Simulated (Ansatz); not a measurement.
The same path of CH₉BSi (12 atoms, charge 0, multiplicity 1) was run twice with different band settings. Lost on the way: B1–C2, B1–H12, Si8–H12. Made: C2–H12.

These are results of Ansatz, RKS PBE0-D4/6-31G*, not measurements.

Relaxed end points:

```xyz
12
Properties=species:S:1:pos:R:3
B -0.405 -0.304 0.666
C 0.216 0.495 1.902
H -0.553 0.851 2.597
H 0.945 -0.084 2.483
H 0.741 1.382 1.528
H 0.436 -0.808 -0.081
H -1.263 0.170 -0.033
Si -0.204 -2.494 0.666
H -0.384 -2.877 -0.754
H 1.176 -2.633 1.189
H -1.056 -3.419 1.479
H -1.145 -1.274 1.170
```

```xyz
12
Properties=species:S:1:pos:R:3
B -0.300 -0.789 -0.079
C 0.145 0.581 2.324
H -0.691 0.738 3.009
H 1.092 0.550 2.868
H 0.170 1.372 1.572
H 0.700 -0.266 -0.483
H -1.322 -0.168 -0.152
Si -0.314 -2.746 0.415
H -0.562 -3.499 -0.857
H 0.979 -3.239 0.976
H -1.400 -3.121 1.370
H 0.006 -0.408 1.849
```

Common settings: spring 5.0 eV/Å²; optimiser quadratic models (default); start path through a guess of the saddle point; force threshold 0.03 eV/Å; iteration limit 60; end points relaxed.

| run | movable images | climbing image |
| --- | --- | --- |
| 1 | 5 | yes |
| 2 | 8 | no |

Problem. What does each run give, and how far can it be trusted?

Solution. Run 1: converged after 21 iterations, highest image 0.805 eV above the first end. A vibrational analysis at the climbing image gives one clearly imaginary mode, 911i cm⁻¹: a first-order saddle point.
Run 2: converged after 23 iterations, highest image 0.785 eV above the first end. No image climbed, so the highest image needn't sit at the top of the path.
The orbitals stay closed-shell, which can raise the energy where a bond breaks towards radicals; this wasn't checked here.
